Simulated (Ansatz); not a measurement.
# BSiNH (quartet): wave-function methods side by side, cc-pVDZ

An exercise on one series of results from a longer session: the logs are not shown, and one member is left open.

The runs use Ansatz 0.2.0, Gaussian basis; cc-pVDZ, core rule «outside noble gas», up to 7 orbitals frozen.

Plan: UHF; CCSD(T) on ROHF; CCSD(T) on UHF; BCCD(T) on ROHF; CISD; CCSDT(Q) on ROHF; CCSDT(Q) on UHF.

17 further runs of the same task are left out: 5 that didn't finish, 12 set aside as unsound or not needed.

**The geometry**

The geometry is a PBE0/def2-TZVP stationary point (not a proven minimum) of the parent state, kept for this charge and spin.

4 atoms, charge 0, spin multiplicity 4.

Atoms are counted from 1 here; the program's logs count them from 0.

Bond lengths: B1–N2 1.375 Å, B1–Si3 1.996 Å, N2–Si3 1.766 Å, N2–H4 1.011 Å. Angles: N2–B1–Si3 59.8°, B1–N2–Si3 77.8°, B1–N2–H4 141.7°, Si3–N2–H4 140.4°, B1–Si3–N2 42.3°.

Set-up of the first run:

The input, in.yaml:

```yaml
crystal:
  periodic: [false, false, false]
  atoms:
    - {symbol: B, position_ang: [0.000000, -0.897712, 0.910090]}
    - {symbol: N, position_ang: [0.000000, 0.476424, 0.875935]}
    - {symbol: Si, position_ang: [0.000000, 0.061811, -0.840355]}
    - {symbol: H, position_ang: [0.000000, 1.285841, 1.482090]}
basis:
  gaussian: {orbitals: cc-pVDZ}
magnetization: {spin_polarized: true, initial_magnetization: 3}
hamiltonian: {xc: hf}
output: {orbitals: {seedname: orbitals}}
```

Command:

```console
ansatz run in.yaml --threads 1 --pin off --events-out ev --progress --plain --max-ram 2393MiB
```

Among the steps run: UHF; CCSD(T) on ROHF; CCSD(T) on UHF; BCCD(T) on ROHF; CISD; CCSDT(Q) on ROHF; CCSDT(Q) on UHF.

One of the session's tables, all rows but one given; the rest of the session is left out.

It belongs to the step «Misses and costs». 

```
   method  from UCCSDT(Q) (meV)
     ROHF               +9105.5
      UHF               +8907.3
     RMP2               +1123.4
     UMP2               +1203.4
     CISD               +1283.2
    RCCSD                +467.2
    UCCSD                +459.9
 RCCSD(T)                 +74.6
 UCCSD(T)                 +80.0
  BCCD(T)                 +73.3
   RCCSDT                 +38.9
   UCCSDT                     ?
RCCSDT(Q)                  +6.1
UCCSDT(Q)                     0
```

Q: Estimate the row for UCCSDT from the others.

As computed: from UCCSDT(Q) (meV): +36.9. In the column «from UCCSDT(Q) (meV)» it lies between RCCSDT(Q) (+6.1) and RCCSDT (+38.9).

Limits of these values: Restricted and unrestricted rows rest on different reference determinants; where their highest levels disagree by more than a few hundredths of an eV, they describe different states and don't form one ladder.
